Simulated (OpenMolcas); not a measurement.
# BNH4 (SMILES BN) at HF/def2-TZVP

What is the vertical singlet–triplet gap of BNH4 at HF/def2-TZVP? 

The calculation is run with OpenMolcas 26.06.

## (1) The molecule

The species is BNH4 (6 atoms), meant as a singlet with charge 0. As SMILES, `BN`. The coordinates come from a PBE0-D4/def2-TZVP relaxation.

Bond lengths: B1–N2 1.385 Å, B1–H3 1.197 Å, B1–H4 1.197 Å, N2–H5 1.006 Å, N2–H6 1.006 Å. Angles: B1–N2–H5 123.2°, B1–N2–H6 123.2°, N2–B1–H3 119.0°, N2–B1–H4 119.0°, H5–N2–H6 113.5°, H3–B1–H4 122.0°.

## (2) The energy at HF/def2-TZVP

Contents of job.input:

```
>>> EXPORT MOLCAS_PRINT=2

&GATEWAY
 BasLib
 $CurrDir
 Coord
 6
 angstrom
 B       -0.128200      -0.679600      -0.025600
 N        0.146100       0.677400       0.010800
 H        0.225800      -1.368000       0.887500
 H       -0.712000      -1.128700      -0.969200
 H       -0.121600       1.313700      -0.720800
 H        0.632000       1.121400       0.771300
 Basis
 def2-TZVP
 Group
 NoSym

&SEWARD

&SCF
 PrOrbitals
 0
```

The basis set def2-TZVP is read from a file made from the Basis Set Exchange's data (not shown).

The run is started by

```console
$ export MOLCAS_MEM=1860
$ pymolcas job.input > job.log
```

Output, cut to the lines that bear on the results:

```text
--- Start Module: gateway ---
[...]
--- Stop Module: gateway /rc=_RC_ALL_IS_WELL_ ---
--- Start Module: seward ---
[...]
      Basis functions           86
--- Stop Module: seward /rc=_RC_ALL_IS_WELL_ ---
[...]
--- Start Module: scf ---
[...]
       Convergence after  10 Iterations
[...]
::    Total SCF energy                                -81.5276286718
[...]
      Total spin, S                                     0.0000000000
[...]
      Total electronic charge=   16.000000
      Total            charge=   -0.000000
[...]
      Dipole Moment (debye):
      Origin of the operator (angstrom)=    0.0227    0.0669   -0.0056
                   X=  3.4376E-01               Y=  1.7022E+00               Z=  4.5585E-02           Total=  1.7371E+00
      Quadrupole Moment (debye*angstrom):
[...]
--- Stop Module: scf /rc=_RC_ALL_IS_WELL_ ---
[...]
```

Wall time 4.5 s (1 thread of Arm Neoverse V2, shared host); peak memory 0.47 GiB.

## (3) The triplet

Contents of job.inp:

```
&GATEWAY
 BasLib=$CurrDir
 Coord
 6
 angstrom
 B       -0.128200      -0.679600      -0.025600
 N        0.146100       0.677400       0.010800
 H        0.225800      -1.368000       0.887500
 H       -0.712000      -1.128700      -0.969200
 H       -0.121600       1.313700      -0.720800
 H        0.632000       1.121400       0.771300
 Basis=def2-TZVP
 Group=NoSym

&SEWARD

&SCF
 UHF
 Spin=3
 PrOrbitals=0
```

The basis set def2-TZVP is read from a file made from the Basis Set Exchange's data (not shown).

The run is started by

```console
$ export MOLCAS_MEM=1860
$ pymolcas job.inp > job.log
```

Output, cut to the lines that bear on the results:

```text
--- Start Module: gateway ---
[...]
--- Stop Module: gateway /rc=_RC_ALL_IS_WELL_ ---
--- Start Module: seward ---
[...]
      Basis functions           86
--- Stop Module: seward /rc=_RC_ALL_IS_WELL_ ---
[...]
--- Start Module: scf ---
[...]
       Convergence after  15 Iterations
[...]
::    Total SCF energy                                -81.3241908074
[...]
      Total spin, S                                     1.0070528691
[...]
      Total electronic charge=   16.000000
      Total            charge=   -0.000000
[...]
      Dipole Moment (debye):
      Origin of the operator (angstrom)=    0.0227    0.0669   -0.0056
                   X=  1.2507E+00               Y=  6.1876E+00               Z=  1.6570E-01           Total=  6.3149E+00
      Quadrupole Moment (debye*angstrom):
[...]
--- Stop Module: scf /rc=_RC_ALL_IS_WELL_ ---
[...]
```

It took 6 s on 1 thread of Arm Neoverse V2, shared host; peak memory 0.47 GiB.

## (4) Summary of results

Level: HF/def2-TZVP.

| quantity | value |
| --- | --- |
| singlet: total energy | -81.52763 Eh |
| singlet: dipole moment | 1.74 D |
| singlet: HOMO energy | -11.98 eV |
| singlet: LUMO energy | 3.30 eV |
| singlet: HOMO–LUMO gap | 15.27 eV |
| triplet: total energy | -81.32419 Eh |
| triplet: dipole moment | 6.31 D |
| triplet: HOMO energy (highest over α and β) | -4.97 eV |
| triplet: LUMO energy (lowest over α and β) | -0.62 eV |
| triplet: ⟨S²⟩ | 2.021 |
| vertical energy of the triplet above the singlet | 5.536 eV |

What this shows: At this shape the triplet lies 5.54 eV (128 kcal/mol) above the singlet. Mulliken charges (singlet) run from -0.56 on N2 to +0.25 on H5.
